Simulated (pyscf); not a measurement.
Substitution at C: H₃C–CH₂–Be–CH₂–CH₃ (SMILES C[CH2][Be][CH2]C) + H• (SMILES [H]) → [Be–CH₂–CH₃]• (SMILES [Be][CH2]C) + H₃C–CH₃ (SMILES CC)

Gas phase, doublet surface, charge 0. Bonds broken: Be1–C2. Bonds formed: C2–H16. Structures and frequencies: ωB97X-D3(BJ)/def2-SVP in PySCF.

Transition state (Å):

```xyz
16

Be    -1.1919     0.4122    -0.2780
C     -0.7604    -0.9403     0.7791
C     -1.8003    -2.0506     0.9480
C     -0.7878     1.7431    -1.2514
C      0.6983     1.8789    -1.6383
H     -0.5709    -0.2201     1.5920
H     -0.0003    -0.9493    -0.0383
H     -2.7589    -1.6393     1.2961
H     -1.9875    -2.5484    -0.0152
H     -1.4629    -2.8207     1.6632
H     -1.4082     1.7131    -2.1687
H     -1.1203     2.6645    -0.7325
H      1.3470     1.9642    -0.7496
H      1.0538     1.0037    -2.2091
H      0.8931     2.7678    -2.2629
H      0.3717    -1.6857     1.3841
```

One imaginary mode, 1687i cm⁻¹; descent along it reached the two sides named.

```csv
bond,change,reactant side (Å),saddle,product side
Be1–C2,breaks,1.692,1.770,3.3
C2–H16,forms,3.8,1.484,1.102
```

Electronic energies relative to the separated reactants (kJ/mol):

```csv
level,barrier,reaction energy,reverse barrier
ωB97X-D3(BJ)/def2-TZVP,114.6,-78.2,192.8
PBE/def2-TZVP,64.9,-84.3,149.2
r²SCAN/def2-TZVP,65.9,-93.7,159.6
B3LYP-D3(BJ)/def2-TZVP,82.8,-89.5,172.3
PBE0-D3(BJ)/def2-TZVP,82.2,-83.3,165.5
M06-2X/def2-TZVP,99.7,-76.5,176.2
ωB97M-D3(BJ)/def2-TZVP,108.3,-69.0,177.3
HF/def2-TZVP,181.0,-96.2,277.2
```

With ωB97M-D3(BJ)/def2-TZVP energies and thermal terms (ideal gas, 1 atm, RRHO with modes under 100 cm⁻¹ raised to 100, one conformer, R ln 2 for chiral ones without a mode under 150 cm⁻¹), in kJ/mol:

| T (K) | ΔH‡ | ΔG‡ | ΔH | ΔG |
|---|---|---|---|---|
| 298 | 110.4 | 137.7 | -50.0 | -62.1 |
| 600 | 107.7 | 166.4 | -57.4 | -71.4 |
| 900 | 105.9 | 196.2 | -64.5 | -76.9 |
| 1200 | 104.3 | 226.5 | -70.8 | -80.1 |

Abstraction by the radical was not located in this set and often lies lower. This is the saddle that the search found; another between the same sides may lie lower. The angle at the attacked C is 144°.
